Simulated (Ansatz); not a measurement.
A made-up structure of AlSiNH4, singlet:

```
7
angstrom
N -0.3547 -0.0416 -0.8174
Al 0.0277 0.7800 0.6955
Si 0.5017 -1.3608 0.0014
H -0.8462 0.2897 -1.6334
H 0.8522 -2.7003 -0.3137
H -1.1623 1.2195 1.5329
H 0.9376 1.9924 0.5827
```

It is relaxed with PBE-D4/def2-SVP and then PBE0-D4/def2-TZVP (Ansatz 0.2.0). Atoms count as bonded within 1.22 times the sum of their covalent radii (H–H: 0.88 Å). The end point is not checked to be a true minimum.

(1) Does its bonding change? (Judge from chemistry; the calculation decides.)

Answers

(1) The calculation gives: No: no bond forms or breaks.

Where it ends: The first stage lowers the energy by 1.29 eV in 8 steps. It ends as AlSiNH₄ ([NH]1[AlH2][SiH]1):
```xyz
7
angstrom
N -0.2501 -0.1655 -0.6871
Al -0.0986 1.0883 0.6673
Si 0.5720 -1.3684 0.1504
H -0.6644 -0.1721 -1.6075
H 0.6036 -2.5789 -0.7641
H -1.3001 1.2472 1.6862
H 1.0936 2.1283 0.6027
```

Labels in which every atom is bracketed show which atoms are joined, not bond orders.

For scale, one of the runs: PBE0-D4/def2-TZVP relaxation, 129 basis functions, launched by `ansatz run in.yaml --threads 2 --pin off --events-out ev --progress --plain --max-ram 4352MiB`. The run took about 22 s on 2 CPU threads of an Intel Xeon Platinum 8259CL (shared host).
